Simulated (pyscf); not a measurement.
Structures and frequencies: ωB97X-D3(BJ)/def2-SVP in PySCF.

Problem. For the elementary gas-phase step O=Si(OH)–OH → O=Si=O + H₂O (singlet surface; O–Si, H–O broken, H–O formed), what barrier and reaction energy does r²SCAN/def2-TZVP give, measured from the reactant's lowest minimum found?

Solution. ΔE‡ = 52.8 kcal/mol, ΔE = +73.5 kcal/mol. CCSD(T)/def2-TZVPP + ΔMP2(QZVPP) gives 56.0 kcal/mol and +71.2 kcal/mol. Zero-point energy shifts the barrier by -2.5 kcal/mol. It is an elimination, with an imaginary mode of 1101i cm⁻¹. On the reactant side the descent ends in a point that may be a rotor saddle (no frequency run), 1.3 kcal/mol over the lowest minimum found and 54.8 kcal/mol under the saddle at ωB97X-D3(BJ)/def2-TZVP. On the product side the descent ends in an adduct with a O–Si contact, 28.5 kcal/mol under the separated species and 8.4 kcal/mol under the saddle at ωB97X-D3(BJ)/def2-TZVP. At r²SCAN the saddle lies under the separated products, which points to a path from their complex (located at ωB97X-D3(BJ) alone), and parting the products costs more than the saddle. What is counted as broken (O–Si) persists as a longer contact in the product adduct; parting that adduct is a step of its own. The same reactants have a lower exit, to O=Si(OH)–OH (barrier +44.2 kcal/mol at ωB97M-D3(BJ)/def2-TZVP, against +54.9 kcal/mol here). One saddle was located; it need not be the lowest between these sides. The CCSD(T) − MP2 part came from Ansatz, without density fitting, on the same reference.
